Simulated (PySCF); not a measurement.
# Ionising Si₂

PBE0; PySCF, no relativity, basis sets Si def2-TZVPPD. Neutral (UKS): triplet (π ↑↑), Re = 2.253 Å, ωe = 521 cm⁻¹, De = 3.36 eV, HOMO -5.83 eV, LUMO -3.62 eV.

Si₂⁺ (UKS): quartet (σ ↑, π ↑↑), Re = 2.273 Å, ωe = 472 cm⁻¹, De = 3.71 eV to Si⁺ + Si. The energies at the minima are -578.62273 hartree for Si2 and -578.33348 for Si₂⁺.

**Question.** Work out the adiabatic ionisation energy, without and with harmonic zero-point energies (1 hartree = 27.2114 eV, 1 eV = 8065.5 cm⁻¹), and the change of the bond length.

**Answer.** At PBE0: 0.28925 hartree = 7.871 eV between the minima; the zero-point term (472.0 − 521.0)/2 cm⁻¹ = -0.003 eV makes it 7.868 eV. Re changes by +2.0 pm against the neutral. The electron leaves a σ orbital, and the small change of length marks it as nearly non-bonding.

States were picked by a PBE0 search and need not be the measured ground states.
